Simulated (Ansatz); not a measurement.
**CHCl₂+: single points off equilibrium**

Aim: energy, forces and dipole at a structure displaced at random from a GFN2-xTB minimum, from CCSD(T) and from density functionals.

Program: Ansatz 0.2.0, Gaussian basis. Level of theory: single points in def2-TZVPP. These are calculated values, not measurements.

Cores are frozen in the correlated methods. B3LYP uses VWN-RPA correlation.

## (1) The starting structure

SMILES `Cl[CH+]Cl`, 4 atoms, charge 1, spin multiplicity 1.

Atoms are counted from 1 here; the program's logs count them from 0.

Bond lengths: Cl1–C2 1.631 Å, C2–Cl3 1.676 Å, C2–H4 1.160 Å. Angles: Cl1–C2–Cl3 124.6°, Cl1–C2–H4 118.4°, Cl3–C2–H4 116.9°.

Geometry (Å):

```
Cl    1.34210   -0.64040   -0.60770
C     0.00520   -0.02550    0.09460
Cl   -1.22420    0.76560   -0.72570
H    -0.09220   -0.09170    1.24900
```

## (2) CCSD(T)/def2-TZVPP

The input, run/in.yaml:

```yaml
crystal:
  periodic: [false, false, false]
  atoms:
    - {symbol: Cl, position_ang: [1.342100, -0.640400, -0.607700]}
    - {symbol: C, position_ang: [0.005200, -0.025500, 0.094600]}
    - {symbol: Cl, position_ang: [-1.224200, 0.765600, -0.725700]}
    - {symbol: H, position_ang: [-0.092200, -0.091700, 1.249000]}
basis:
  gaussian: {orbitals: def2-TZVPP}
total_charge: 1
correlation: {method: ccsd_t}
output: {forces: true}
```

No record of the launch command was kept for these runs.

## (3) PBE0-D4/def2-TZVPP

run/in.yaml, as its differences from that of step 2:

```diff
@@ -10,3 +10,3 @@
 total_charge: 1
-correlation: {method: ccsd_t}
-output: {forces: true}
+hamiltonian: {xc: pbe0, dispersion: d4}
+output: {forces: true, orbitals: {seedname: orbitals}}
```

## (4) wB97M-V/def2-TZVPP

run/in.yaml, as its differences from that of step 3:

```diff
@@ -10,3 +10,3 @@
 total_charge: 1
-hamiltonian: {xc: pbe0, dispersion: d4}
-output: {forces: true, orbitals: {seedname: orbitals}}
+hamiltonian: {xc: {name: wB97M-V}}
+output: {forces: true}
```

## (5) r2SCAN-D4/def2-TZVPP

run/in.yaml, as its differences from that of step 4:

```diff
@@ -10,3 +10,3 @@
 total_charge: 1
-hamiltonian: {xc: {name: wB97M-V}}
+hamiltonian: {xc: r2scan, dispersion: d4}
 output: {forces: true}
```

## (6) PBE-D4/def2-TZVPP

run/in.yaml, as its differences from that of step 5:

```diff
@@ -10,3 +10,3 @@
 total_charge: 1
-hamiltonian: {xc: r2scan, dispersion: d4}
+hamiltonian: {xc: pbe, dispersion: d4}
 output: {forces: true}
```

## (7) B3LYP-D4/def2-TZVPP

run/in.yaml, as its differences from that of step 6:

```diff
@@ -10,3 +10,3 @@
 total_charge: 1
-hamiltonian: {xc: pbe, dispersion: d4}
+hamiltonian: {xc: {name: B3LYP}, dispersion: d4}
 output: {forces: true}
```

## (8) B97M-V/def2-TZVPP

run/in.yaml, as its differences from that of step 7:

```diff
@@ -10,3 +10,3 @@
 total_charge: 1
-hamiltonian: {xc: {name: B3LYP}, dispersion: d4}
+hamiltonian: {xc: {name: B97M-V}}
 output: {forces: true}
```

(Steps that only read results are left out.)

Q: Predict the outcome of this session. Wanted: energy less free atoms, CCSD(T)/def2-TZVPP; RMS force component; RMS force error; HOMO and LUMO, PBE0-D4; T1 diagnostic.

The runs gave:

| quantity | value |
| --- | --- |
| energy less free atoms, CCSD(T)/def2-TZVPP | -67.7 kcal/mol |
| RMS force component | 0.763 to 0.976 eV/Å over the methods |
| RMS force error | PBE0-D4 0.200, wB97M-V 0.143, r2SCAN-D4 0.079, PBE-D4 0.137, B3LYP-D4 0.024, B97M-V 0.163 eV/Å |
| HOMO and LUMO, PBE0-D4 | -16.32 and -10.52 eV |
| T1 diagnostic | 0.021 |

What this shows: Against CCSD(T) the functionals' energies less atoms differ by -30.2 to -6.1 kcal/mol, PBE-D4 by -30.2 kcal/mol. A larger basis would deepen the CCSD(T) value, while the functionals are nearly converged already, so the order here is not reliable. The forces of B3LYP-D4 come nearest to CCSD(T), those of PBE0-D4 are farthest. Frozen-core CCSD(T) forces in triple zeta carry basis errors of their own, and this is one geometry, so small gaps rank nothing.
